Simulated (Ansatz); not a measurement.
## Two structures, one formula

The two ends of one reaction step of C2H8Si, closed shell (PBE0-D4/def2-TZVP).

A:

Si1  (-1.021, 1.404, -0.967)
H2  (0.291, 1.208, -1.633)
H3  (-1.796, 0.139, -0.998)
H4  (-1.781, 2.457, -1.691)
H5  (-0.813, 1.836, 0.437)
C6  (0.351, -1.271, 1.228)
C7  (1.357, -1.078, 0.390)
H8  (0.257, -0.700, 2.146)
H9  (-0.423, -2.005, 1.030)
H10  (2.129, -0.342, 0.587)
H11  (1.449, -1.647, -0.529)
(Å)

B:

```xyz
11
angstrom
Si -1.1241 0.8274 -0.4528
H 1.8625 0.2341 -0.1348
H -1.3733 0.1900 -1.7757
H -2.4372 1.1336 0.1780
H -0.4033 2.1094 -0.6881
C -0.1005 -0.3074 0.6361
C 1.2574 -0.6601 0.0360
H 0.0255 0.1775 1.6101
H -0.6833 -1.2155 0.8243
H 1.8278 -1.3216 0.6931
H 1.1487 -1.1673 -0.9262
```

Ansatz 0.2.0; basis: def2-TZVPP; cores frozen in the correlated methods. B3LYP uses VWN-RPA correlation.

Q: Which structure is lower at CCSD(T), and by how much? (Judge from chemistry; the value comes from the calculation.)

A: The calculation gives: B, by 30.44 kcal/mol (electronic energy, against the other). By their contacts, A is a complex of C₂H₄ (C=C) + SiH₄ and B is C₂H₈Si (CC[SiH3]).

All methods give the same order:

| method | E(B) − E(A) (kcal/mol) |
| --- | --- |
| SPW92 | -39.77 |
| PBE-D4 | -32.82 |
| BLYP-D4 | -26.82 |
| r2SCAN-D4 | -33.33 |
| B97M-V | -31.93 |
| PBE0-D4 | -35.23 |
| B3LYP-D4 | -29.33 |
| r2SCAN0-D4 | -35.13 |
| BHLYP-D4 | -31.39 |
| CAM-B3LYP-D4 | -31.29 |
| wB97X-V | -33.58 |
| wB97M-V | -32.05 |
| B2PLYP | -29.92 |
| PBE-QIDH | -36.18 |
| RPA on PBE | -28.81 |
| HF | -26.31 |
| MP2 | -33.26 |
| CCSD | -30.57 |
| CCSD(T) | -30.44 |

T1 diagnostic: at most 0.011.

For scale, one of the runs: CCSD(T)/def2-TZVPP, 216 basis functions, launched by `ansatz run in.yaml --threads 2 --pin off --events-out ev --progress --plain --max-ram 4352MiB`. Hardware: 2 CPU threads of an Arm Neoverse V1, shared host. Wall time 68 s; peak host memory 3.1 GiB.
